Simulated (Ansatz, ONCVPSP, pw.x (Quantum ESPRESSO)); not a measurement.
## Equation-of-state test of one ONCV potential (tantalum)

ONCVPSP 4.0.1.1 (patched build) input, shortened (lines: element, Z, core and valence counts, functional; n l f; lmax; l rc ep ncon nbas qcut; lloc lpopt rc5 dvloc0; l nproj debl; icmod fcfact rcfact), PBE, scalar-relativistic:

```
  Ta 73.00   10    4        4      upf
    1    0    2.00
    2    0    2.00
    2    1    6.00
    3    0    2.00
    3    1    6.00
    3    2   10.00
    4    0    2.00
    4    1    6.00
    4    2   10.00
    4    3   14.00
    5    0    2.00
    5    1    6.00
    5    2    3.00
    6    0    2.00
    2
    0    1.45    0.00    4    8    7.90
    1    1.40    0.00    4    7    6.50
    2    2.05    0.00    4    7    5.00
    4    4    1.35    4.00
    0    2    2.20
    1    2    2.20
    2    2    3.30
    1    0.70    0.00
```

Atomic tests: cutoffs needed: 37 Ha and 72 Ha (the cutoffs (Ha) at which the residual kinetic energy of the hardest occupied pseudo-wave falls to 1 and 0.1 mHa per electron); ghost test: no bound ghost flagged; no localised positive-energy state flagged; largest excitation error: -313 meV (all-electron minus pseudo) for 5s1 5p6 5d3 6s2, out of 4 test configurations.

Crystal test: bcc Ta in pw.x 7.5, no spin, 14³ k-points, Fermi–Dirac smearing 0.01 Ry, cutoffs 170/680 Ry. The lattice is a test structure that the element need not adopt, and mesh and smearing are coarse.

pw.x input:

```
&control
  calculation='scf', prefix='x', pseudo_dir='./', outdir='./tmp', tstress=.true., disk_io='none'
/
&system
  ibrav=0, nat=1, ntyp=1, ecutwfc=170, ecutrho=680, nbnd=14,
  occupations='smearing', smearing='fd', degauss=0.01
/
&electrons
  conv_thr=1e-09, mixing_beta=0.4, electron_maxstep=70
/
ATOMIC_SPECIES
Ta 1.0 Ta.UPF
CELL_PARAMETERS angstrom
  -1.65681297 1.65681297 1.65681297
  1.65681297 -1.65681297 1.65681297
  1.65681297 1.65681297 -1.65681297
ATOMIC_POSITIONS crystal
Ta 0.0000 0.0000 0.0000
K_POINTS automatic
14 14 14 0 0 0
```

```bash
pw.x < Ta.scf.in > Ta.scf.out
```

Question: How does the run end?

Answer: It converges; the pressure is -0.60 GPa against 1.22 GPa from all-electron LAPW.  The log shows:

```
     number of electrons       =        13.00
     number of Kohn-Sham states=           14
     kinetic-energy cutoff     =     170.0000  Ry
     charge density cutoff     =     680.0000  Ry
     scf convergence threshold =      1.0E-09
     Exchange-correlation= PBE
     number of k points=   104  Fermi-Dirac smearing, width (Ry)=  0.0100
     iteration #  1     ecut=   170.00 Ry     beta= 0.40
     total energy              =    -157.65463804 Ry
     estimated scf accuracy    <       0.02473695 Ry
     iteration #  2     ecut=   170.00 Ry     beta= 0.40
     total energy              =    -157.65467684 Ry
     estimated scf accuracy    <       0.00406752 Ry
     iteration #  3     ecut=   170.00 Ry     beta= 0.40
     total energy              =    -157.65525755 Ry
     estimated scf accuracy    <       0.00019112 Ry
     iteration #  4     ecut=   170.00 Ry     beta= 0.40
     total energy              =    -157.65526770 Ry
     estimated scf accuracy    <       0.00000452 Ry
     iteration #  5     ecut=   170.00 Ry     beta= 0.40
     total energy              =    -157.65526821 Ry
     estimated scf accuracy    <       0.00000039 Ry
     iteration #  6     ecut=   170.00 Ry     beta= 0.40
     total energy              =    -157.65526831 Ry
     estimated scf accuracy    <       0.00000001 Ry
     iteration #  7     ecut=   170.00 Ry     beta= 0.40
     the Fermi energy is    18.3546 ev
!    total energy              =    -157.65526831 Ry
     estimated scf accuracy    <          9.1E-10 Ry
     smearing contrib. (-TS)   =      -0.00560459 Ry
     The total energy is F=E-TS. E is the sum of the following terms:
     one-electron contribution =     -15.26858039 Ry
     hartree contribution      =      14.34598850 Ry
     xc contribution           =     -58.50835143 Ry
     ewald contribution        =     -98.21872040 Ry
     convergence has been achieved in   7 iterations
          total   stress  (Ry/bohr**3)                   (kbar)     P=       -6.00
     Message from routine punch:
     Nothing written, as per user request (disk_io='none')
```
